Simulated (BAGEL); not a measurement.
# C3H6S (propylene sulfide): the vertical energy of the triplet above the singlet from total energies

C3H6S has 10 atoms, charge 0, and is taken as a singlet. As SMILES, `CC1CS1`. The coordinates come from a PBE0-D4/def2-TZVP relaxation.

```tsv
atom	x (Å)	y (Å)	z (Å)
C	-0.7719	0.9755	0.1572
C	0.0847	-0.0404	-0.5377
C	0.9078	-0.9843	0.2469
S	-0.4855	-1.7592	-0.5976
H	-1.6057	1.2868	-0.4747
H	-1.1810	0.5643	1.0819
H	-0.1815	1.8648	0.4009
H	0.5181	0.2869	-1.4788
H	0.8257	-0.9390	1.3281
H	1.8892	-1.2554	-0.1262
```

Both states at this one shape; open shells run unrestricted unless said. 1 Eh = 27.2114 eV.

```tsv
level	program	singlet C3H6S (Eh)	triplet C3H6S (Eh)
HF/cc-pVDZ (density fitting with tzvpp-jkfit), open shells restricted	BAGEL	-514.612654	-514.433464
HF/aug-cc-pVDZ (density fitting with tzvpp-jkfit), open shells restricted	BAGEL	-514.619918	-514.448216
HF/cc-pVTZ (density fitting with tzvpp-jkfit), open shells restricted	BAGEL	-514.662315	-514.491270
```

Question: Work out the vertical gap, second state less first, at each level.

Answer: 
1. HF/cc-pVDZ (density fitting with tzvpp-jkfit), open shells restricted: -514.433464 − (-514.612654) = 0.179190 Eh = 4.88 eV.
2. HF/aug-cc-pVDZ (density fitting with tzvpp-jkfit), open shells restricted: -514.448216 − (-514.619918) = 0.171702 Eh = 4.67 eV.
3. HF/cc-pVTZ (density fitting with tzvpp-jkfit), open shells restricted: -514.491270 − (-514.662315) = 0.171045 Eh = 4.65 eV.

No measured value is set beside it here; the levels span 4.65 to 4.88 eV. The second state's dipole differs much between rows, so they may not all be the same state.
